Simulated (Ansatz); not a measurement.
Relaxed structures of AlSiH4O, doublet (PBE0-D4/def2-TZVP; forces vanish, vibrations not checked; lower isomers may exist, and structures with a doubtful reference or unclear bonds are left out; Å). Ansatz 0.2.0; basis: def2-TZVPP; cores frozen in the correlated methods; orbitals are unrestricted.

(1) Rank them by CCSD(T) energy, lowest first, and give each one's height above the lowest. Links in brackets join atoms within 1.22 times the sum of their covalent radii (1.1 for two metals). (Judge from chemistry; the value comes from the calculation.)
A.
AlSiH₄O ([OH][SiH][AlH2])
```
7
angstrom
O -1.6283 -0.8749 -0.7126
Al 1.1824 0.0947 1.2031
Si -0.3481 0.1551 -0.5844
H -2.1991 -0.7756 -1.4766
H -0.3458 1.0808 -1.7552
H 2.3342 1.1790 1.1174
H 1.0133 -0.9695 2.3614
```
B.
AlSiH₄O ([OH2][AlH][SiH])
```
7
angstrom
O 1.0641 0.1189 0.7147
Al -0.2446 0.3175 -0.7976
Si -1.8021 -1.3746 -0.2688
H -2.6011 -1.0010 -1.5158
H 0.5277 1.5773 -1.4213
H 1.6178 0.8122 1.0880
H 0.7544 -0.4760 1.4093
```
C.
AlSiH₄O ([OH][AlH][SiH2])
```
7
angstrom
O -1.6314 -0.8925 -0.6919
Al -0.3645 0.2368 -0.7083
Si 1.1595 0.0986 1.1072
H -2.3006 -0.9404 -1.3726
H -0.2157 1.2945 -1.8784
H 2.2968 1.0372 1.2868
H 1.0559 -0.8342 2.2572
```

No T1 diagnostic of these runs exceeds 0.018. ⟨S²⟩ of the unrestricted Hartree–Fock references: 0.77 (a pure state has 0.75).

Answers

(1) Computed: C (0.000 eV), A (0.674 eV), B (1.984 eV). Heights count from the lowest.

For scale, one of the runs: CCSD(T)/def2-TZVPP, 171 basis functions, launched by `ansatz run in.yaml --threads 2 --pin off --events-out ev --progress --plain --max-ram 4352MiB`. Time: 89 s of wall clock on 2 CPU threads of an Intel Xeon Platinum 8259CL; the host was shared. Peak host memory: 3.2 GiB.
